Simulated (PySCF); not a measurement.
**How methods differ on the ionisation energy of S**

S [Ne] 3s2 3p4 (3P) → S⁺ [Ne] 3s2 3p3 (4S), as a difference of total energies. Computed with PySCF 2.14 in aug-cc-pwCVTZ (8s7p5d3f, 75 functions), with no relativity, point nucleus. Correlated levels: valence: [Ne] frozen; valence and next inner shell: 1s2 frozen; nothing frozen. The calculations carry no spin-orbit coupling.

| method | ionisation energy (eV) | plus first-order spin-orbit estimate | error of that sum (eV) |
| --- | --- | --- | --- |
| UHF | 9.241 | 9.264 | -1.096 |
| LDA | 10.572 | 10.595 | +0.235 |
| PBE | 10.438 | 10.461 | +0.101 |
| PBE0 | 10.410 | 10.433 | +0.073 |
| r2SCAN | 10.379 | 10.402 | +0.042 |
| BHandHLYP | 10.365 | 10.388 | +0.028 |
| MN15 | 10.368 | 10.391 | +0.031 |
| M06-2X | 10.413 | 10.435 | +0.075 |
| B3LYP | 10.560 | 10.583 | +0.223 |
| MP2 (valence) | 10.011 | 10.034 | -0.326 |
| SCS-MP2 (valence) | 10.093 | 10.116 | -0.244 |
| MP2 (valence and next inner shell) | 10.021 | 10.044 | -0.316 |
| SCS-MP2 (valence and next inner shell) | 10.098 | 10.121 | -0.239 |
| MP2 (all electrons) | 10.022 | 10.045 | -0.315 |
| SCS-MP2 (all electrons) | 10.099 | 10.121 | -0.239 |

Reference: 10.360 eV (measured; NIST Atomic Spectra Database, ionization energies).

A first-order spin-orbit estimate (lowest level to lowest level, LS coupling) adds 0.023 eV.

Errors of the correlated levels include the incompleteness of this basis and the frozen core.
